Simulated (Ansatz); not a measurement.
Start from `C/N=C/NC` and change one atom or group to get `C/N=C/O`.

Ansatz, PBE0-D4/def2-TZVP geometries, multiplicity 1. Each molecule was computed in one conformer, which needn't be the lowest.

```
                                        property  `C/N=C/NC`
size of the dipole moment (B3LYP/def2-TZVPP) / D        2.25
  size of the dipole moment (PBE/def2-TZVPP) / D        2.20
              HOMO energy (PBE0/def2-TZVPP) / eV       -6.31
               LUMO energy (PBE/def2-TZVPP) / eV       -0.01
               HOMO energy (PBE/def2-TZVPP) / eV       -5.12
              LUMO energy (PBE0/def2-TZVPP) / eV        1.04
```

Question: Give the same properties after the change, and the shifts. (Best estimate.)

Answer: Computed: 
```tsv
property	`C/N=C/O`	shift
size of the dipole moment (B3LYP/def2-TZVPP) / D	0.75	-1.50
size of the dipole moment (PBE/def2-TZVPP) / D	0.63	-1.57
HOMO energy (PBE0/def2-TZVPP) / eV	-7.62	-1.31
LUMO energy (PBE/def2-TZVPP) / eV	-0.55	-0.54
HOMO energy (PBE/def2-TZVPP) / eV	-6.19	-1.07
LUMO energy (PBE0/def2-TZVPP) / eV	0.56	-0.48
```

With PBE0 the HOMO falls by 1.31 eV and the LUMO falls by 0.48 eV, so the gap widens by about 0.83 eV. PBE moves the HOMO by -1.07 eV and ωB97M-V by -1.36 eV. The zero-point energy changes by -105.5 kJ/mol with -12 modes. Dipoles are sizes alone; their direction can turn.

B3LYP here is the variant with VWN-RPA as its local correlation; programs differ in this.
